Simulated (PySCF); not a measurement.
Gas-phase reaction: 2 BH + 2 C₃H₆ (propylene) + BCl₃ ⇌ 3 BH₂Cl + 2 C₃H₄ (allene)

Energies from PySCF, thermal terms from the rigid-rotor harmonic-oscillator model, ideal gas at 1 bar. † marks an energy on the PBE0/def2-TZVP geometry and frequencies. MP2 and CCSD(T) freeze the core. All species are closed-shell singlets. B3LYP is the form with VWN-RPA correlation. BH₂Cl: computed as isolated molecules; such fragments, hydroxides, amides, oligomers or adducts are transient or little studied in the gas. MP2 isn't extrapolated to the basis-set limit; its ΔH°(298 K) is -394.4 kJ in def2-SVP and -402.9 kJ in def2-TZVPP. CCSD(T) isn't extrapolated to the basis-set limit; its ΔH°(298 K) is -354.7 kJ in def2-SVP and -364.1 kJ in def2-TZVPP. The harmonic model lacks anharmonicity and excited electronic states, which grow with temperature; levels with a mode under 35 cm⁻¹ are left out. Internal rotation in C₃H₆ (propylene) is treated as a harmonic vibration of one conformer, which makes the entropy rough.

ΔH° and ΔS° at 298 K: B3LYP/def2-TZVP† -454 kJ, 26 J/K; CCSD(T)/def2-TZVPP† -364 kJ, 26 J/K; HF/def2-TZVP† -375 kJ, 26 J/K; M06-2X/def2-TZVP† -426 kJ, 26 J/K; MP2/def2-SVP† -394 kJ, 26 J/K.

### Question
With the heat capacities included, give log10 K (1 bar) at 500, 600, 1800, 2000, 2500 K from B3LYP/def2-TZVP†, CCSD(T)/def2-TZVPP†, HF/def2-TZVP†, M06-2X/def2-TZVP†, MP2/def2-SVP†.

### Answer
| T (K) | B3LYP/def2-TZVP† | CCSD(T)/def2-TZVPP† | HF/def2-TZVP† | M06-2X/def2-TZVP† | MP2/def2-SVP† |
|---|---|---|---|---|---|
| 500 | 48.8 | 39.3 | 40.5 | 45.8 | 42.5 |
| 600 | 40.8 | 33.0 | 33.9 | 38.4 | 35.6 |
| 1800 | 14.3 | 11.7 | 12.0 | 13.5 | 12.6 |
| 2000 | 13.0 | 10.6 | 10.9 | 12.2 | 11.4 |
| 2500 | 10.5 | 8.6 | 8.9 | 9.9 | 9.3 |
